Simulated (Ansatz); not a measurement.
# CHP (singlet): relaxing a cheap start

Where does this start of CHP (singlet) end when it is relaxed?

Method: RKS PBE0/def2-TZVP; program: Ansatz 0.2.0, Gaussian basis.

**1. The starting structure**

3 atoms, charge 0, spin multiplicity 1.

Atoms are counted from 1 here; the program's logs count them from 0.

Bond lengths: C1–P2 1.547 Å, C1–H3 1.056 Å. Angles: P2–C1–H3 180.0°.

Coordinates:

```xyz
3
charge 0, multiplicity 1
C     0.00000    0.00000   -0.16355
P     0.00000    0.00000    1.38347
H     0.00000    0.00000   -1.21992
```

The start was built by rule and, where that kept it together, relaxed with GFN2-xTB. Sticks and bond lists go by distance. 

**2. The run**

Input file in.yaml:

```yaml
crystal:
  periodic: [false, false, false]
  atoms:
    - {symbol: C, position_ang: [0.000000, 0.000000, -0.163554]}
    - {symbol: P, position_ang: [0.000000, 0.000000, 1.383472]}
    - {symbol: H, position_ang: [0.000000, 0.000000, -1.219918]}
basis:
  gaussian: {orbitals: def2-TZVP}
hamiltonian: {xc: pbe0}
relax: {f_tol: 0.004, max_steps: 80}
```

Started as:

```sh
ansatz run in.yaml --threads 1 --pin off --events-out ev --progress --plain --max-ram 2176MiB
```

What does the calculation give? Wanted: energy gained; shift from the start; total energy; dipole moment.

As calculated:

| quantity | value |
| --- | --- |
| steps | 4 |
| energy gained | 0.014 eV |
| shift from the start (rms) | 0.008 Å |
| total energy | -10335.8754 eV |
| dipole moment | 0.39 D |

What this shows: The bonds of the start are those of the end. C1–H3 went from 1.056 to 1.073 Å. No vibrations were run, so this is a stationary point, not a proven minimum, and this spin need not be the ground state's.
